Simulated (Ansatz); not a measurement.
Relaxed structures of AlSiNH4, singlet (PBE0-D4/def2-TZVP; forces vanish, vibrations not checked; lower isomers may exist, and structures with a doubtful reference or unclear bonds are left out; Å). Computed with Ansatz 0.2.0 (basis: def2-TZVPP); correlated methods freeze the cores.

Problem. Rank them by CCSD(T) energy, lowest first, and give each one's height above the lowest. Links in brackets join atoms within 1.22 times the sum of their covalent radii (1.1 for two metals). (An estimate is asked for; the value comes from the calculation.)
A.
AlSiNH₄ ([AlH2][NH][SiH])
```
7
angstrom
N 0.2101 -0.1142 -0.3190
Al 0.5142 -1.8700 -0.0401
Si 0.3821 1.1044 0.8915
H -0.0807 0.1740 -1.2454
H 0.3055 -2.8509 -1.2641
H 0.9675 -2.3125 1.4042
H -0.0159 2.2947 0.0034
```
B.
AlSiNH₄ ([NH]1[AlH2][SiH]1)
```
7
angstrom
N -0.2501 -0.1655 -0.6871
Al -0.0986 1.0883 0.6673
Si 0.5720 -1.3684 0.1504
H -0.6644 -0.1721 -1.6075
H 0.6036 -2.5789 -0.7641
H -1.3001 1.2472 1.6862
H 1.0936 2.1283 0.6027
```
C.
a complex of AlSiNH₂ ([Al][N][SiH2]) + H₂
```
7
angstrom
N 0.3859 0.0905 1.1727
Al 1.0708 -1.4732 1.6589
Si -0.2264 1.4760 0.7230
H 1.0381 -3.6544 -1.0045
H 0.8976 -3.8604 -1.7090
H -1.6325 1.8968 0.9587
H 0.5236 2.5407 0.0062
```
D.
AlSiNH₄ ([NH]1[AlH][SiH2]1)
```
7
angstrom
N -0.3547 -0.0416 -0.8174
Al 0.5017 -1.3608 0.0014
Si 0.0277 0.7800 0.6955
H -0.8462 0.2897 -1.6334
H 0.8913 -2.8499 -0.3488
H -1.1412 1.2117 1.5181
H 0.9214 1.9709 0.5847
```

Solution. By the calculation: A (0.000 eV), D (0.092 eV), B (0.253 eV), C (1.168 eV). Heights count from the lowest.

The T1 diagnostic stays at or below 0.018. The restricted Hartree–Fock reference is unstable towards an unrestricted one at one or more of these structures.

For scale, one of the runs: CCSD(T)/def2-TZVPP, 171 basis functions, launched by `ansatz run in.yaml --threads 2 --pin off --events-out ev --progress --plain --max-ram 4352MiB`. Time: 21 s of wall clock on 2 CPU threads of an Intel Xeon Platinum 8259CL; the host was shared. Peak host memory: 1.3 GiB.
